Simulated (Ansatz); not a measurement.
Input for Ansatz (development build ahead of 0.2.0):

```yaml
crystal:
  periodic: [false, false, false]
  atoms:
    - { symbol: O, position_ang: [0.77353, 0.18977, -0.2014] }
    - { symbol: C, position_ang: [-0.22843, -0.77239, -0.14819] }
    - { symbol: C, position_ang: [-0.44766, 0.57979, 0.33651] }
    - { symbol: H, position_ang: [-0.06402, -1.58077, 0.557] }
    - { symbol: H, position_ang: [-0.63887, -1.07714, -1.10577] }
    - { symbol: H, position_ang: [-1.02136, 1.28104, -0.26114] }
    - { symbol: H, position_ang: [-0.45045, 0.77983, 1.40349] }
basis:
  gaussian: { orbitals: def2-SVP }
total_charge: 1
magnetization:
  spin_polarized: true
  initial_magnetization: 1
hamiltonian:
  xc: pbe0
output:
  forces: true
```

The input is written out in the form of the current development build from the run's settings.

Results

```
Converged                       : yes
Total energy                    : -153.11081 hartree
Spin squared of the determinant : 0.754
Stability test                  : minimum
```

Forces (eV/Å):
```csv
atom,Fx,Fy,Fz
O1,1.581,0.414,-0.416
C2,-1.296,-0.135,0.403
C3,-1.245,-0.523,0.273
H4,0.493,-0.572,0.293
H5,0.135,-0.249,-0.752
H6,-0.017,0.692,-0.420
H7,0.350,0.374,0.620
```
